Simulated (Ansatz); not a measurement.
# CH4Si (triplet): the correlation ladder at distance C1–H5 along a hydrogen transfer = 1.194 Å, cc-pVDZ

One table from this session's results is given with a row withheld; the runs are named, their logs left out.

Program: Ansatz 0.2.0, Gaussian basis. Level of theory: cc-pVDZ, core rule «outside noble gas», up to 6 orbitals frozen. These are calculated values, not measurements.

Plan: UHF; CCSD(T) on ROHF; CCSD(T) on UHF; BCCD(T) on ROHF; CISD; CCSDT(Q) on ROHF; CCSDT(Q) on UHF; CASSCF and MRCISD+Q, 4 electrons in 4 orbitals; CASSCF and NEVPT2, 4 electrons in 4 orbitals.

2 further runs of the same task are left out: 2 that didn't finish.

## The system

The geometry derives from fragments relaxed apart (PBE0/def2-TZVP) and kept rigid, so it is no stationary point. A hydrogen atom is moved between rigid fragments.

6 atoms, charge 0, spin multiplicity 3.

Atoms are counted from 1 here; the program's logs count them from 0.

Bond lengths: C1–H2 1.090 Å, C1–H3 1.090 Å, C1–H4 1.090 Å, C1–H5 1.194 Å. Angles: H2–C1–H3 109.5°, H2–C1–H4 109.5°, H2–C1–H5 109.5°, H3–C1–H4 109.5°, H3–C1–H5 109.5°, H4–C1–H5 109.5°.

Set-up of the first run:

in.yaml reads:

```yaml
crystal:
  periodic: [false, false, false]
  atoms:
    - {symbol: C, position_ang: [-2.076594, 0.000000, 0.000000]}
    - {symbol: H, position_ang: [-2.439800, 1.027301, 0.000000]}
    - {symbol: H, position_ang: [-2.439800, -0.513650, 0.889668]}
    - {symbol: H, position_ang: [-2.439800, -0.513650, -0.889669]}
    - {symbol: H, position_ang: [-0.882594, 0.000000, 0.000000]}
    - {symbol: Si, position_ang: [1.182406, 0.000000, 0.000000]}
basis:
  gaussian: {orbitals: cc-pVDZ}
magnetization: {spin_polarized: true, initial_magnetization: 2}
hamiltonian: {xc: hf}
output: {orbitals: {seedname: orbitals}}
```

Command:

```bash
ansatz run in.yaml --threads 1 --pin off --events-out ev --progress --plain --max-ram 2393MiB
```

Among the steps run: UHF; CCSD(T) on ROHF; CCSD(T) on UHF; BCCD(T) on ROHF; CISD; CCSDT(Q) on ROHF; CCSDT(Q) on UHF; CASSCF and MRCISD+Q, 4 electrons in 4 orbitals; CASSCF and NEVPT2, 4 electrons in 4 orbitals.

One of the session's tables, all rows but one given; the rest of the session is left out.

It belongs to the step «Misses and costs». 

```
       method  from UCCSDT(Q) (meV)
         ROHF               +7219.2
          UHF               +7107.5
         RMP2               +1325.4
         UMP2               +1321.7
         CISD                +794.7
        RCCSD                +191.8
        UCCSD                +188.5
     RCCSD(T)                 +31.6
     UCCSD(T)                 +30.8
      BCCD(T)                 +31.2
       RCCSDT                  +7.1
       UCCSDT                  +6.9
    RCCSDT(Q)                  +0.2
    UCCSDT(Q)                     0
  CASSCF pair               +6725.3
  MRCISD pair                     ?
MRCISD+Q pair                 +40.6
```

Q: Estimate the row for MRCISD pair from the others.

**Answer.** from UCCSDT(Q) (meV): +705.6. In the column «from UCCSDT(Q) (meV)» it lies between RCCSD (+191.8) and CISD (+794.7).

Not comparable, so not listed: CASSCF and NEVPT2, 4 electrons in 4 orbitals (they don't share determinant, frozen orbitals or solution with the rows shown, or repeat one).

Caveats from the session: Restricted and unrestricted rows rest on different reference determinants; where their highest levels disagree by more than a few hundredths of an eV, they describe different states and don't form one ladder. Warnings in the runs' records: passed over end.
